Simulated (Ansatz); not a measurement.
H3S (charge +1), SMILES [SH3+]: a ladder of basis sets, run with the Python package of Ansatz (0.2.0).

`run_basis.py`
```python
"""Basis-set convergence for H3S(+)."""

import ansatz as az
from ase import Atoms

atoms = Atoms(["S", "H", "H", "H"], positions=[
    (0.0192, -0.0141, 0.4802),
    (-0.4829, 1.0958, -0.109),
    (1.1769, -0.127, -0.2112),
    (-0.7132, -0.9548, -0.1599),
])
system = az.Crystal.molecule_from_ase(atoms)

job = system.calculation().functional("pbe0").charge(1)

energies = {}
for basis in ["STO-3G", "6-31G", "6-31G*", "def2-SVP", "def2-SVPD", "def2-TZVP", "def2-TZVPP"]:
    report = job.basis(gaussian=basis).run().report
    size = report["n_frozen"] + report["n_occupied"][0] + report["n_virtual"][0]
    energies[basis] = (report["reference_energy_ev"] / 27.211386246, report["free_energy_ev"] / 27.211386246)
    print(f"{basis:14s} {size:4d} orbitals  reference {energies[basis][0]:14.6f} Ha  total {energies[basis][1]:14.6f} Ha")

last = energies["def2-TZVPP"][1]
for basis, (_, total) in energies.items():
    print(f"{basis:14s} lies {27.211386 * (total - last):9.4f} eV above def2-TZVPP")
```

How far does the total energy move along this ladder of basis sets?

Against STO-3G: 6-31G -4276.6 mHa, 6-31G* -4323.6 mHa, def2-SVP -4226.1 mHa, def2-SVPD -4231.1 mHa, def2-TZVP -4366.6 mHa and def2-TZVPP -4368.0 mHa. The last step alone is -1.41 mHa (these two sets differ little on atoms other than hydrogen).

The output:

```console
$ python run_basis.py
STO-3G           12 orbitals  reference    -395.172729 Ha  total    -395.172729 Ha
6-31G            19 orbitals  reference    -399.449341 Ha  total    -399.449341 Ha
6-31G*           25 orbitals  reference    -399.496316 Ha  total    -399.496316 Ha
def2-SVP         33 orbitals  reference    -399.398802 Ha  total    -399.398802 Ha
def2-SVPD        51 orbitals  reference    -399.403795 Ha  total    -399.403795 Ha
def2-TZVP        55 orbitals  reference    -399.539353 Ha  total    -399.539353 Ha
def2-TZVPP       84 orbitals  reference    -399.540763 Ha  total    -399.540763 Ha
STO-3G         lies  118.8603 eV above def2-TZVPP
6-31G          lies    2.4877 eV above def2-TZVPP
6-31G*         lies    1.2095 eV above def2-TZVPP
def2-SVP       lies    3.8630 eV above def2-TZVPP
def2-SVPD      lies    3.7271 eV above def2-TZVPP
def2-TZVP      lies    0.0384 eV above def2-TZVPP
def2-TZVPP     lies    0.0000 eV above def2-TZVPP
```

The drop along the ladder measures the basis error, and is no property of the molecule. The geometry is a force-field or estimated start, not a minimum of this method, and the last set is no limit. Much of the fall in a total is atomic energy, which cancels in bond and reaction energies. Totals across families of basis sets mostly measure their core functions. Finished in 3.8 s on 1 thread of Arm Neoverse V1, with other jobs on the host, peak memory 0.15 GiB.
